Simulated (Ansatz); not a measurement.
Reaction (SMILES): S (H2S) + H+ → [SH3+]
B3LYP-D3(BJ)/def2-TZVP geometries, fixed; electronic energies without zero-point terms; positive where energy is released.

Basis-set convergence of the proton affinity at PBE with Ansatz (a program for electronic structure). Cartesian d functions, on some or all atoms, in 6-31G*, 6-31+G*, 6-311G**, 6-311+G**; all else is spherical. The program fits the integrals of some runs and decomposes those of others, by size. No added dispersion term, no relativity. Functions are those of the species that has most. Reference: the value in pcseg-4, 175.08 kcal/mol, itself unsure by roughly 0.07 kcal/mol (its mean distance from aug-pcseg-3, aug-cc-pV(Q+d)Z, cc-pV(5+d)Z). Deviations are taken from unrounded values.

```tsv
basis	functions	proton affinity (kcal/mol)
6-31G*	25	173.58
6-31+G*	29	172.75
def2-SVP	33	176.22
def2-SVPD	51	173.25
pcseg-1	33	173.20
aug-pcseg-1	54	173.42
cc-pV(D+d)Z	38	176.11
aug-cc-pV(D+d)Z	59	173.90
6-311G**	45	173.92
6-311+G**	49	174.04
def2-TZVP	55	175.41
def2-TZVPD	73	174.72
pcseg-2	76	174.96
aug-pcseg-2	119	174.66
cc-pV(T+d)Z	81	175.38
aug-cc-pV(T+d)Z	124	174.84
def2-TZVPP	84	175.52
def2-TZVPPD	102	174.86
cc-pV(Q+d)Z	154	175.22
aug-cc-pV(Q+d)Z	227	174.99
def2-QZVPP	160	175.16
def2-QZVPPD	178	174.99
pcseg-3	163	175.11
aug-pcseg-3	236	175.06
```

What the diffuse functions change, pair by pair:
- 6-31G* to 6-31+G*: 4 more functions, deviation -1.49 to -2.33 kcal/mol
- def2-SVP to def2-SVPD: 18 more functions, deviation 1.14 to -1.83 kcal/mol
- pcseg-1 to aug-pcseg-1: 21 more functions, deviation -1.88 to -1.66 kcal/mol
- cc-pV(D+d)Z to aug-cc-pV(D+d)Z: 21 more functions, deviation 1.04 to -1.18 kcal/mol
- 6-311G** to 6-311+G**: 4 more functions, deviation -1.16 to -1.04 kcal/mol
- def2-TZVP to def2-TZVPD: 18 more functions, deviation 0.33 to -0.36 kcal/mol
- pcseg-2 to aug-pcseg-2: 43 more functions, deviation -0.12 to -0.41 kcal/mol
- cc-pV(T+d)Z to aug-cc-pV(T+d)Z: 43 more functions, deviation 0.30 to -0.24 kcal/mol
- def2-TZVPP to def2-TZVPPD: 18 more functions, deviation 0.44 to -0.22 kcal/mol
- cc-pV(Q+d)Z to aug-cc-pV(Q+d)Z: 73 more functions, deviation 0.14 to -0.09 kcal/mol
- def2-QZVPP to def2-QZVPPD: 18 more functions, deviation 0.08 to -0.09 kcal/mol
- pcseg-3 to aug-pcseg-3: 73 more functions, deviation 0.03 to -0.02 kcal/mol

They bring the value nearer the reference by more than 0.07 kcal/mol in 3 of 12 pairs.
